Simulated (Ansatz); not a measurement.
2H-SiC was calculated with G0W0@HSE06 (plane waves, hard PAW, contour deformation; Ansatz, a quantum-chemistry and plane-wave program).

The same calculation (at the measured cell, 10.343 Å³/atom) with different numerical settings; throughout: k mesh 3×3×2:

```json
[
 {"run": "1", "response cutoff (eV)": "100", "empty bands": "173", "quasiparticle gap on the mesh (eV)": "3.188", "quasiparticle gap at Γ (eV)": "6.219", "rough time": "100 core-s"},
 {"run": "2", "response cutoff (eV)": "150", "empty bands": "317", "quasiparticle gap on the mesh (eV)": "3.357", "quasiparticle gap at Γ (eV)": "6.316", "rough time": "4 core-min"},
 {"run": "3", "response cutoff (eV)": "200", "empty bands": "488", "quasiparticle gap on the mesh (eV)": "3.436", "quasiparticle gap at Γ (eV)": "6.361", "rough time": "7 core-min"},
 {"run": "4", "response cutoff (eV)": "250", "empty bands": "682", "quasiparticle gap on the mesh (eV)": "3.477", "quasiparticle gap at Γ (eV)": "6.384", "rough time": "10 core-min"},
 {"run": "5", "response cutoff (eV)": "300", "empty bands": "897", "quasiparticle gap on the mesh (eV)": "3.502", "quasiparticle gap at Γ (eV)": "6.397", "rough time": "20 core-min"},
 {"run": "6", "response cutoff (eV)": "400", "empty bands": "1381", "quasiparticle gap on the mesh (eV)": "[?]", "quasiparticle gap at Γ (eV)": "[?]", "rough time": "30 core-min"}
]
```

What belongs in the gaps?


- 6, quasiparticle gap on the mesh (eV): 3.529
- 6, quasiparticle gap at Γ (eV): 6.411

In the column quasiparticle gap on the mesh (eV) the first row differs from the last by -0.341 and the next to last by -0.027.

The last row is no converged limit: other settings stay fixed.

Note: GW on a hybrid start was not checked against another program.
